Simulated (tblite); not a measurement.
Task: Write Cartesian coordinates for `[C]#CC#CC#C` [radical] as optimised with GFN2-xTB. (Doublet state.)

Result: 
```xyz
7
C6H angstrom
C     -3.561   -0.351    1.224
C     -2.509    0.010    0.702
C     -1.196    0.003    0.420
C      0.002    0.003    0.159
C      1.301    0.066   -0.173
C      2.474    0.117   -0.469
H      3.491    0.157   -0.721
```

Orientation and origin are arbitrary. Atoms count from 1 in this order. The C–C distances run from 1.211 Å (C5≡C6, drawn triple) to 1.343 Å (C2–C3, drawn single), a spread of 0.132 Å. The 6 heavy atoms lie in one plane (0.001 Å rms).

Bonds between heavy atoms (Å): C1≡C2 1.229, C2–C3 1.343, C3≡C4 1.226, C4–C5 1.343, C5≡C6 1.211.

Structure optimised with GFN2-xTB, isolated species. This method treats the open shell by occupation alone, without spin polarisation.

Its GFN2-xTB frequencies are all real (lowest 103 cm⁻¹).

On Arm Neoverse V1, one thread, shared host with 64 logical CPUs at a one-minute load of 20, this took 0.12 s wall. That covers the optimisation of the geometry.

The numbers are calculated, not measured.
